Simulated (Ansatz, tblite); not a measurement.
**The cluster Ca₂Cl₂+: one state, many levels**

The task here is to estimate one member of a computed series from the others.

Method: as each input shows; program: Ansatz 0.2.0, Gaussian basis.

Levels to be run: GFN1-xTB, GFN2-xTB, PBE-D4/def2-TZVP, r2SCAN-D4/def2-TZVP, BHLYP-D4/def2-TZVP, B97M-V/def2-TZVP, B2PLYP/def2-TZVP, revPBE-D4/def2-TZVP, ωB97X-V/def2-TZVP, PBE-D4/def2-SVP, PBE0-D4/def2-SVP, HF/STO-3G, HF/6-31G, B3LYP-D4/6-31G, CCSD(T)/def2-TZVPP, MP2/def2-TZVP, RPA/def2-TZVP.

1 further run of the same task is left out (set aside as unsound or not needed).

### The relaxed structure

The doublet was relaxed beforehand with r2SCAN-D4/def2-TZVP. At that level it is the lowest of the isomers that a small search found.

4 atoms, charge 1, spin multiplicity 2.

Bond lengths: Ca1–Cl3 2.589 Å, Ca1–Cl4 2.589 Å, Ca2–Cl3 2.587 Å, Ca2–Cl4 2.587 Å. Angles: Cl3–Ca1–Cl4 86.5°, Cl3–Ca2–Cl4 86.6°, Ca1–Cl3–Ca2 93.4°, Ca1–Cl4–Ca2 93.4°.

The ion is computed in the gas phase, without counter-ions or solvent.

PBE0-D4/def2-TZVP was run before; its log isn't repeated, and its numbers join the tables.

The first run:

Tight binding, by tblite at 300 K electronic temperature and without a spin-polarisation term:

```python
tblite.interface.Calculator('GFN1-xTB', numbers, positions, charge=1, uhf=1).singlepoint()
```

Tight binding, by tblite at 300 K electronic temperature and without a spin-polarisation term:

```python
tblite.interface.Calculator('GFN2-xTB', numbers, positions, charge=1, uhf=1).singlepoint()
```

start.molden holds the orbitals of an earlier run on this state, given as this run's starting guess.

Contents of in.yaml:

```yaml
crystal:
  periodic: [false, false, false]
  atoms:
    - {symbol: Ca, position_ang: [0.824710, -0.443391, -1.635706]}
    - {symbol: Ca, position_ang: [-0.823266, 0.443801, 1.634913]}
    - {symbol: Cl, position_ang: [-0.864163, 1.329579, -0.795492]}
    - {symbol: Cl, position_ang: [0.862719, -1.329989, 0.796294]}
basis:
  gaussian: {orbitals: def2-TZVP, initial_orbitals: start.molden}
total_charge: 1
magnetization: {spin_polarized: true, initial_magnetization: 1}
hamiltonian: {xc: pbe, dispersion: d4}
scf: {omitted_lower_state_checks: [starts]}
output: {orbitals: {seedname: orbitals}}
```

The run is started by

```console
> ansatz run in.yaml --threads 4 --pin off --events-out ev --progress --plain --max-ram 3916MiB
```

Among the steps run: PBE-D4/def2-TZVP; r2SCAN-D4/def2-TZVP; BHLYP-D4/def2-TZVP; B97M-V/def2-TZVP; B2PLYP/def2-TZVP; revPBE-D4/def2-TZVP; ωB97X-V/def2-TZVP; PBE-D4/def2-SVP; PBE0-D4/def2-SVP; HF/STO-3G; HF/6-31G; B3LYP-D4/6-31G; CCSD(T)/def2-TZVPP; MP2/def2-TZVP; RPA/def2-TZVP.

One of the session's tables, all rows but one given; the rest of the session is left out.

It belongs to the step «Levels side by side». 

| level | HOMO (eV) | LUMO (eV) | gap (eV) |
| --- | --- | --- | --- |
| HF/STO-3G | -7.27 | -3.74 | 3.53 |
| HF/6-31G | -8.16 | -4.91 | 3.26 |
| PBE-D4/def2-SVP | -7.02 | -6.64 | 0.38 |
| PBE-D4/def2-TZVP | -7.01 | -6.62 | 0.39 |
| revPBE-D4/def2-TZVP | -6.91 | -6.55 | 0.36 |
| r2SCAN-D4/def2-TZVP | -7.01 | -6.62 | 0.39 |
| B97M-V/def2-TZVP | ? | ? | ? |
| B3LYP-D4/6-31G | -7.48 | -6.47 | 1.00 |
| PBE0-D4/def2-SVP | -7.38 | -6.28 | 1.10 |
| PBE0-D4/def2-TZVP | -7.37 | -6.26 | 1.11 |
| BHLYP-D4/def2-TZVP | -7.66 | -5.87 | 1.79 |
| ωB97X-V/def2-TZVP | -8.29 | -4.99 | 3.31 |

**Question.** Estimate the row for B97M-V/def2-TZVP.

**Answer.** HOMO (eV): -6.96; LUMO (eV): -6.56; gap (eV): 0.40. In the column «HOMO (eV)» it lies between r2SCAN-D4/def2-TZVP (-7.01) and revPBE-D4/def2-TZVP (-6.91).
